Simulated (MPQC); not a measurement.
# One shape, several levels: CH2BF (SMILES B[C]F)

Aim: a comparison of 6 runs (UHF/STO-3G, UHF/3-21G, UHF/def2-SVP, UHF/6-31+G*, UBP86/6-31G, UPBE0/def2-SVP) of CH2BF. 

Program for the calculation: MPQC 2.3.1.

**1. The molecule**

CH2BF: 5 atoms, total charge 0, spin state triplet. As SMILES, `B[C]F`. The coordinates come from a GFN2-xTB relaxation.

Bond lengths: B1–C2 1.475 Å, C2–F3 1.312 Å, B1–H4 1.167 Å, B1–H5 1.176 Å. Angles: B1–C2–F3 134.8°, C2–B1–H4 120.2°, C2–B1–H5 118.7°, H4–B1–H5 121.1°.

**2. Energy and gradient at UHF/STO-3G (run 1)**

The input, run.in:

```
% emacs should use -*- KeyVal -*- mode
molecule<Molecule>: (
   symmetry = c1
   unit = angstrom
   { atoms geometry } = {
      B  [ -0.505570 -0.250120 -0.120900 ]
      C  [ 0.899880 0.179790 -0.245440 ]
      F  [ 1.716060 0.896670 0.490070 ]
      H  [ -0.994750 -0.904870 -0.953460 ]
      H  [ -1.115610 0.078530 0.829720 ]
   }
)
basis<GaussianBasisSet>: (
   name = "STO-3G"
   molecule = $:molecule
   basisdir = "."
   puream = yes
)
mpqc: (
   checkpoint = no
   savestate = no
   restart = no
   do_energy = yes
   do_gradient = yes
   optimize = no
   mole<UHF>: (
      molecule = $:molecule
      basis = $:basis
      total_charge = 0
      multiplicity = 3
      memory = 1000000000
      print_evals = yes
      print_npa = yes
      maxiter = 120
      value_accuracy = 1e-08
      guess_wavefunction<UHF>: (
         molecule = $:molecule
         total_charge = 0
         multiplicity = 3
         memory = 1000000000
         value_accuracy = 1e-3
         basis<GaussianBasisSet>: (
            name = "STO-3G"
            molecule = $:molecule
         )
      )
   )
)
```

The basis set STO-3G is read from a file made from the Basis Set Exchange's data (not shown).

On the command line:

```console
$ mpqc -o run.out run.in
```

The log of the run:

```text
MPQC: Massively Parallel Quantum Chemistry
[...]
  <S^2>      = 2.008490
  total scf energy = -160.8726532113
[...]
Value of the MolecularEnergy: -160.8726532113
  Gradient of the MolecularEnergy:
      1    0.0287995102
      2    0.0021939533
      3   -0.0143520594
      4   -0.0170251738
      5    0.0066429495
      6    0.0222205050
      7   -0.0068897527
      8   -0.0100132179
      9   -0.0131417315
     10   -0.0028366576
     11   -0.0033858148
     12   -0.0040630305
[...]
      symmetry = c1
[...]
      nbasis = 17
[...]
    nalpha = 12
    nbeta = 10
[...]
```

Run time: 0.26 s. Hardware: 1 thread of Intel Xeon 6975P-C (Granite Rapids), shared host.

**3. Energy and forces at UHF/3-21G (run 2)**

The input, mol.in:

```
% CH2BF
molecule<Molecule>: (
   symmetry = c1
   unit = bohr
   { atoms geometry } = {
      B  [ -0.95538884 -0.47265830 -0.22846789 ]
      C  [ 1.70052675 0.33975386 -0.46381438 ]
      F  [ 3.24288341 1.69446072 0.92609808 ]
      H  [ -1.87980506 -1.70995648 -1.80177827 ]
      H  [ -2.10819736 0.14840019 1.56794356 ]
   }
)
basis<GaussianBasisSet>: (
   name = "3-21G"
   molecule = $:molecule
   basisdir = "."
   puream = yes
)
mpqc: (
   checkpoint = no
   savestate = no
   restart = no
   do_energy = yes
   do_gradient = yes
   optimize = no
   mole<UHF>: (
      molecule = $:molecule
      basis = $:basis
      total_charge = 0
      multiplicity = 3
      memory = 1000000000
      print_evals = yes
      print_npa = yes
      maxiter = 120
      value_accuracy = 1e-08
      guess_wavefunction<UHF>: (
         molecule = $:molecule
         total_charge = 0
         multiplicity = 3
         memory = 1000000000
         value_accuracy = 1e-3
         basis<GaussianBasisSet>: (
            name = "MINI (Huzinaga)"
            molecule = $:molecule
         )
      )
   )
)
```

The basis set 3-21G is read from a file made from the Basis Set Exchange's data (not shown).

On the command line:

```console
$ mpqc -o mol.out mol.in
```

The log of the run:

```text
MPQC: Massively Parallel Quantum Chemistry
[...]
  <S^2>      = 2.008400
  total scf energy = -162.1512674169
[...]
Value of the MolecularEnergy: -162.1512674169
  Gradient of the MolecularEnergy:
      1    0.0182623866
      2   -0.0005523136
      3   -0.0125227831
      4   -0.0163921462
      5    0.0089989630
      6    0.0258975033
      7   -0.0083619772
      8   -0.0121392164
      9   -0.0159107825
     10    0.0015522525
     11    0.0045036793
     12    0.0068932438
[...]
      symmetry = c1
[...]
      nbasis = 31
[...]
    nalpha = 12
    nbeta = 10
[...]
```

Run time: 0.68 s. Hardware: 1 thread of Intel Xeon 6975P-C (Granite Rapids), shared host.

Runs 3 to 5 aren't shown in full; the table further down has their settings and results.

**4. Energy and forces at UPBE0/def2-SVP (run 6)**

The input, job.in:

```
molecule<Molecule>: (
    symmetry = c1
    unit = bohr
    { atoms geometry } = {
        B  [ -0.95538884  -0.47265830  -0.22846789 ]
        C  [ 1.70052675   0.33975386  -0.46381438 ]
        F  [ 3.24288341   1.69446072   0.92609808 ]
        H  [ -1.87980506  -1.70995648  -1.80177827 ]
        H  [ -2.10819736   0.14840019   1.56794356 ]
    }
)
basis<GaussianBasisSet>: (
    name = "def2-SVP"
    molecule = $:molecule
    basisdir = "."
    puream = yes
)
mpqc: (
    checkpoint = no
    savestate = no
    restart = no
    do_energy = yes
    do_gradient = yes
    optimize = no
    mole<UKS>: (
        molecule = $:molecule
        basis = $:basis
        total_charge = 0
        multiplicity = 3
        memory = 1000000000
        print_evals = yes
        print_npa = yes
        maxiter = 120
        value_accuracy = 1e-08
        functional<SumDenFunctional>: (
            a0 = 0.25
            coefs = [ 0.75 1 ]
            funcs: [ <PBEXFunctional>: () <PBECFunctional>: () ]
        )
        integrator<RadialAngularIntegrator>: ( grid = xfine )
        guess_wavefunction<UHF>: (
            molecule = $:molecule
            total_charge = 0
            multiplicity = 3
            memory = 1000000000
            value_accuracy = 1e-3
            basis<GaussianBasisSet>: (
                name = "STO-2G"
                molecule = $:molecule
            )
        )
    )
)
```

The basis set def2-SVP is read from a file made from the Basis Set Exchange's data (not shown).

On the command line:

```console
$ mpqc job.in > job.out
```

The log of the run:

```text
MPQC: Massively Parallel Quantum Chemistry
[...]
  Integrated electron density error = -0.001494930652
  iter     1 energy = -163.3106579121 delta = 1.30183e-01
  Integrated electron density error = -0.001709176992
  iter     2 energy = -163.5187065995 delta = 2.52274e-02
[...]
  Integrated electron density error = -0.000000575006
  iter    21 energy = -163.5463775801 delta = 4.12307e-08
  Integrated electron density error = -0.000000575006
  iter    22 energy = -163.5463775801 delta = 1.52265e-08
  Integrated electron density error = -0.000000575006
  iter    23 energy = -163.5463775801 delta = 1.20211e-08
[...]
  <S^2>      = 2.004530
  total scf energy = -163.5463775801
[...]
  Integrated electron density error = -0.000000578571
  Total Gradient:
[...]
Value of the MolecularEnergy: -163.5463775801
  Gradient of the MolecularEnergy:
      1    0.0048594017
      2   -0.0028237297
      3   -0.0080883902
      4   -0.0380869849
      5   -0.0149126267
      6   -0.0020831735
      7    0.0183854664
      8    0.0120505911
      9    0.0094084657
     10    0.0060602258
     11    0.0105755057
     12    0.0146178225
[...]
        symmetry = c1
[...]
        nbasis = 52
[...]
      nalpha = 12
      nbeta = 10
[...]
```

Wall time 27 s (1 thread of Intel Xeon 6975P-C (Granite Rapids), shared host); peak memory 0.18 GiB.

**5. All runs side by side**

```tsv
run	level	starting guess	integration grid	energy (Eh)	⟨S²⟩	largest force (eV/Å)	wall time
1	UHF/STO-3G	STO-3G	–	-160.872653	2.008	1.658	0.26 s
2	UHF/3-21G	MINI (Huzinaga)	–	-162.151267	2.008	1.643	0.68 s
3	UHF/def2-SVP	3-21G	–	-162.912863	2.011	2.633	2.6 s
4	UHF/6-31+G* (spherical functions)	STO-3G	–	-163.048522	2.011	2.127	5.4 s
5	UBP86/6-31G	STO-2G	xfine	-163.807480	2.003	2.093	11 s
6	UPBE0/def2-SVP	STO-2G	xfine	-163.546378	2.005	2.106	27 s
```

**6. Summary of results**

| quantity | value |
| --- | --- |
| run 6: total energy | -163.54638 Eh |
| run 6: ⟨S²⟩ | 2.005 |
| run 6: largest force on an atom | 2.106 eV/Å |

**Reading.** Totals of different functionals can't be ranked against each other. In run 1 the basis is minimal, so the values are rough. All runs together took 47 s, the longest 27 s.
